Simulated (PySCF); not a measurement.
C5H5F.
Atom-mapped SMILES: `[CH:1]#[C:2]/[C:3]([F:4])=[CH:5]/[CH3:6]` (hydrogens: H7 on C1; H8 on C5; H9, H10, H11 on C6)

Method: PBE0-D3(BJ)/def2-SVP geometry optimisation, gas phase (PySCF); density fitting, grid level 1; the optimiser is geomeTRIC in internal coordinates, started from a GFN2-xTB structure with every atom displaced at random (about 0.01 Å).

At the end of the run (lengths in Å): C1–H7 1.075, C6–H11 1.103, C6–H9 1.103, C3=C5 1.340, C5–H8 1.093, C1≡C2 1.213, C3–F4 1.341, C1–C2–C3 179.8°, F4–C3–C5 120.5°, C2–C3–F4 114.2°, C2–C3–C5 125.2°, C2–C3–C5–C6 180°.

Question: These geometries were met on the way; a selection of coordinates is given. Order them by energy above the end point, lowest first.
A. C1–H7 1.042, C6–H11 1.081, C6–H9 1.082, C3=C5 1.322, C5–H8 1.080, C1≡C2 1.224, C3–F4 1.350, C1–C2–C3 177.2°, F4–C3–C5 123.5°, C2–C3–F4 111.7°, C2–C3–C5 124.8°, C2–C3–C5–C6 180°
B. C1–H7 1.079, C6–H11 1.104, C6–H9 1.103, C3=C5 1.343, C5–H8 1.095, C1≡C2 1.208, C3–F4 1.336, C1–C2–C3 170.3°, F4–C3–C5 120.0°, C2–C3–F4 115.9°, C2–C3–C5 124.1°, C2–C3–C5–C6 -178°
C. C1–H7 1.072, C6–H11 1.102, C6–H9 1.102, C3=C5 1.339, C5–H8 1.091, C1≡C2 1.219, C3–F4 1.344, C1–C2–C3 176.5°, F4–C3–C5 120.6°, C2–C3–F4 114.3°, C2–C3–C5 125.2°, C2–C3–C5–C6 180°

Answer: C (0.009 eV), B (0.042 eV), A (0.080 eV).

```csv
step,E above end (eV),"rms distance from the end, all atoms (Å)",largest force (eV/Å),rms shift of all bonds from the end (Å)
3,0.009,0.025,0.779,0.003
1,0.042,0.083,0.938,0.003
0,0.080,0.028,2.640,0.016
```

Rows stand in the order of the answer.
